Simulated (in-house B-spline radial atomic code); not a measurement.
The numbers below are computed, except where a source is named.
# Stopping and range of 50 keV F in Si

The pair potential comes from two frozen, spherical free-atom densities (PBE, B-spline radial code, scalar-relativistic past argon): electrostatics plus the change in Thomas-Fermi kinetic and Dirac exchange energy where they overlap, the recipe behind the universal ZBL potential, which averages such potentials (from solid-state densities) over many pairs. It is written V = (Z1 Z2 e²/r) φ(r/a), with e² = 14.3996 eV·Å and a = 0.46850 Å/(Z1^0.23 + Z2^0.23); ZBL's fit is φ = 0.18175 e^(−3.1998x) + 0.50986 e^(−0.94229x) + 0.28022 e^(−0.4029x) + 0.02817 e^(−0.20162x). Where φ falls below 4e-4 it is continued as an exponential.

The target is taken as amorphous, with density 2.329 g/cm³ (NSM archive of the Ioffe Institute); channelling is ignored. Masses: F 19.0, Si 28.09 u. Nuclear stopping is S_n = 4π a Z1 Z2 e² M1/(M1 + M2) × s_n(ε), with s_n integrated over impact parameters for each pair. Electronic stopping is Lindhard and Scharff's S_e = Z1^(1/6) 8π e² a0 Z1 Z2/(Z1^(2/3) + Z2^(2/3))^(3/2) × v/v0, with a0 = 0.529177 Å and v = v0 at 24.801 keV/u; it misses the oscillations with Z1 seen in experiment, which reach tens of per cent. Compounds add by atom fraction.

| target atom | a (Å) | ε at this energy | s_n, this pair | s_n, ZBL potential |
| --- | --- | --- | --- | --- |
| Si | 0.13415 | 2.205 | 0.2716 | 0.2508 |

(1) What are the atom density and the stopping powers at entry?

Along the track:

```csv
E (keV),N S_n (eV/nm),N S_e (eV/nm)
2.5,218,39.2
7.5,239,67.9
15,227,96.1
25,206,124
37.5,185,152
50,167,175
```

(2) Estimate the path length and the projected range.

Answers

(1) N = 2.329 × 0.602214/28.09 = 0.04993 atoms/Å³. For Si: S_n = 1234 × 0.2716 = 335.2 eV·Å², S_e = 1.5712 × √50000 = 351.3 eV·Å². Averaged over the target's atoms and times N × 10 Å/nm, the ion loses N S_n = 167 eV/nm to recoils and N S_e = 175 eV/nm to electrons; the nuclear share is 49 %.

(2) With continuous slowing down the path is the integral of dE/(N (S_n + S_e)). Trapezoids over the table give 147 nm, and the stretch below the first row, with stopping taken as √E, adds 2E/(N S) = 19 nm: 166 nm in all, against 160 nm on a fine grid from 5 eV. Deflections shorten the depth: to first order in the energy passed on, N (S_n + S_e) dR_p/dE = 1 − N S_n (M2/M1) R_p/(2E), summed over the target's atoms, and integrating this on the fine grid gives R_p = 105 nm, 0.66 of the path. Lindhard's rule of thumb R/(1 + M2/3M1), with mean M2/M1 = 1.48, gives 107 nm. On the ZBL potential the same equation gives 112 nm, and the full integral equation, which keeps hard collisions, 119 nm.
